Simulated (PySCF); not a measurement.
Simulated outer-valence photoelectron spectrum of `P12P3P1P23` (phosphorus tetramer). Level of theory: EOM-IP-CCSD/aug-cc-pVDZ in PySCF, restricted Hartree–Fock reference, frozen core, non-relativistic, gas phase, PBE0-D3(BJ)/def2-SVP geometry.

Each root has a Gaussian of 0.5 eV full width with its one-hole share as area; cross sections and vibrations are left out, and the highest printed point is 100.

(ionisation energy (eV), intensity): (8.8, 0), (8.9, 1), (9.0, 4), (9.1, 11), (9.2, 25), (9.3, 43), (9.4, 60), (9.5, 67), (9.6, 61), (9.7, 45), (9.8, 31), (9.9, 28), (10.0, 40), (10.1, 64), (10.2, 89), (10.3, 100), (10.4, 90), (10.5, 65), (10.6, 38), (10.7, 18), (10.8, 7), (10.9, 2), (11.0, 1), (11.1, 0), (11.2, 1), (11.3, 3), (11.4, 8), (11.5, 16), (11.6, 25), (11.7, 32), (11.8, 32), (11.9, 26), (12.0, 17), (12.1, 9), (12.2, 4), (12.3, 1), (12.4, 0), (12.5, 0)

Task: Where are the maxima, and how many lines lie under the curve?

Result: 3 maxima, at 9.5, 10.3 and 11.8 eV, from 3 lines (6 roots with degenerate partners counted).

Task: List the lines with their holes.

Result: 
```
E (eV)  leading hole (HF orbital)  area  Koopmans (eV)
  9.50                HOMO/HOMO-1  1.92           9.71
 10.30       HOMO-2/HOMO-3/HOMO-4  2.85          10.67
 11.76                     HOMO-5  0.93          12.60
```

The widest gap, 1.46 eV, lies between 10.30 and 11.76 eV. Only orbitals with −ε under 21 eV, eight at most, were ionised, so the high end of the curve may lack lines.
